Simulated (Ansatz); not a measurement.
Zinc-blende InP, relaxed in Ansatz (plane waves) with several semilocal functionals. Each gives its own volume and its own elastic constant C11:

```
level   V0 (Å³/atom)  elastic constant C11 (GPa)   ln V0  ln C11
------  ------------  --------------------------  ------  ------
LDA           24.726                       100.6  3.2079  4.6112
r²SCAN        25.766                       97.95  3.2491  4.5845
PBE           26.453                       86.96  3.2754  4.4654
```

Fit a straight line to ln C11 against ln V0. What does it predict for PBEsol, whose volume is 25.389 Å³/atom?

With x = ln V0 and y = ln C11: means 3.24413 and 4.55370; Σ(Δx Δy) = -0.004691, Σ(Δx²) = 0.002315, so the slope is -2.03. At x = 3.2343 the line gives y = 4.55370 + (-2.03) × (3.2343 − 3.24413) = 4.5737, or 96.90 GPa. The run with PBEsol gives 94.73 GPa, -2.2 % from the line. The rows used scatter about it by up to 4.2 %, while the largest value lies 16 % above the smallest.

Measured: 101 GPa (measured, temperature not stated, not corrected to a static lattice; as tabulated in Oses et al. (2018), arXiv:1811.08464).

Ansatz's density-functional and Hartree–Fock values are scalar-relativistic unless marked +SOC, with PAW data made under PBE.

Ansatz is an electronic-structure program.
